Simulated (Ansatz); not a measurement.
Write a Python script for Ansatz 0.2.0 through its Python package that makes harmonic frequencies at the relaxed geometry of CH₅NO, SMILES NCO. Use (for the species named): r2SCAN, def2-SVP basis, multiplicity 1.

`freq_ch5no.py`
```python
import itertools

import ansatz as az
from ase.data import atomic_numbers, covalent_radii
import numpy as np
from rdkit import Chem
from rdkit.Chem import AllChem


def main() -> None:
    rd = Chem.AddHs(Chem.MolFromSmiles("NCO"))
    AllChem.EmbedMolecule(rd, randomSeed=19)
    AllChem.UFFOptimizeMolecule(rd)
    molecule = az.Crystal.molecule()
    for atom, xyz in zip(rd.GetAtoms(), rd.GetConformer().GetPositions()):
        molecule = molecule.atom(atom.GetSymbol(), xyz.round(5).tolist())

    model = (
        molecule.calculation()
        .basis(gaussian="def2-SVP")
        .functional("r2scan")
    )
    symbols = [site.symbol for site in molecule.cartesian_sites]
    start = np.array([site.position_ang for site in molecule.cartesian_sites], dtype=float)
    report = model.relax(force_tolerance=0.003).run(threads=1).report
    end = np.array(report["positions_ang"])

    radius = [covalent_radii[atomic_numbers[s]] for s in symbols]
    span = lambda where, i, j: np.linalg.norm(where[i] - where[j])
    bonded = [(i, j) for i, j in itertools.combinations(range(len(symbols)), 2) if min(span(start, i, j), span(end, i, j)) < 1.2 * (radius[i] + radius[j])]
    print("pair        before    after (A)")
    for i, j in bonded:
        print(f"{symbols[i]}{i}-{symbols[j]}{j}".ljust(10), f"{span(start, i, j):8.4f} {span(end, i, j):8.4f}")

    minimum = az.Crystal.molecule()
    for symbol, place in zip(symbols, end):
        minimum = minimum.atom(symbol, place.tolist())
    vibrating = (
        minimum.calculation()
        .basis(gaussian="def2-SVP")
        .functional("r2scan")
        .phonons(temperatures=(298.15, 498.15, 100))
    )
    vib = vibrating.run(threads=1).report["vibrations"]
    sums = vib["harmonic_sums"]
    modes = [m["omega_inv_cm"] for m in sums["modes_at_gamma"] if m["rigid_motion"] == "no"]
    for number, w in enumerate(modes, start=1):
        print(f"mode {number:2d} {w:9.1f} 1/cm {w / 8065.544 * 1000:8.2f} meV")
    print("imaginary modes:", sum(w < 0 for w in modes), " zero-point energy:", round(sums["zero_point_energy_ev"], 4), "eV")
    print("T (K)   F_vib (eV)   S_vib (meV/K)   C_vib (meV/K)")
    for row in zip(sums["temperatures_k"], sums["vibrational_free_energy_ev"], vib["entropy_ev_per_k"], vib["heat_capacity_ev_per_k"]):
        print(f"{row[0]:6.1f} {row[1]:11.4f} {1000 * row[2]:13.4f} {1000 * row[3]:15.4f}")

    heavier = vibrating.phonons(masses={"H": 2.014102}).run(threads=1).report["vibrations"]["harmonic_sums"]
    print("deuterated (1/cm):", " ".join(f"{m['omega_inv_cm']:.0f}" for m in heavier["modes_at_gamma"] if m["rigid_motion"] == "no"))
    print("zero-point energy falls by", round(sums["zero_point_energy_ev"] - heavier["zero_point_energy_ev"], 4), "eV")


if __name__ == "__main__":
    main()
```

```console
$ python freq_ch5no.py
pair        before    after (A)
N0-C1        1.4595   1.4346
N0-H3        1.0459   1.0205
N0-H4        1.0458   1.0204
C1-O2        1.4027   1.4205
C1-H5        1.1104   1.1015
C1-H6        1.1136   1.1079
O2-H7        0.9927   0.9668
mode  1     303.6 1/cm    37.65 meV
mode  2     434.9 1/cm    53.92 meV
mode  3     478.6 1/cm    59.34 meV
mode  4     820.1 1/cm   101.68 meV
mode  5     909.4 1/cm   112.75 meV
mode  6    1020.6 1/cm   126.54 meV
mode  7    1114.3 1/cm   138.15 meV
mode  8    1164.4 1/cm   144.37 meV
mode  9    1366.8 1/cm   169.46 meV
mode 10    1383.2 1/cm   171.49 meV
mode 11    1417.2 1/cm   175.71 meV
mode 12    1477.0 1/cm   183.12 meV
mode 13    1648.7 1/cm   204.42 meV
mode 14    3002.3 1/cm   372.24 meV
mode 15    3104.1 1/cm   384.85 meV
mode 16    3497.7 1/cm   433.66 meV
mode 17    3586.3 1/cm   444.65 meV
mode 18    3807.5 1/cm   472.07 meV
imaginary modes: 0  zero-point energy: 1.893 eV
T (K)   F_vib (eV)   S_vib (meV/K)   C_vib (meV/K)
 298.1      1.8789        0.1539          0.2937
 398.1      1.8583        0.2592          0.4411
 498.1      1.8268        0.3728          0.5746
deuterated (1/cm): 219 322 407 666 696 829 968 978 1021 1094 1108 1149 1254 2190 2305 2530 2643 2772
zero-point energy falls by 0.4579 eV
```

The frequencies are harmonic and unscaled, in a modest basis. The result belongs to the one conformer reached from this start, and soft torsions count as harmonic oscillators. Run time: 2.7 min on 1 thread of Arm Neoverse V2 (shared host), peak memory 0.26 GiB.
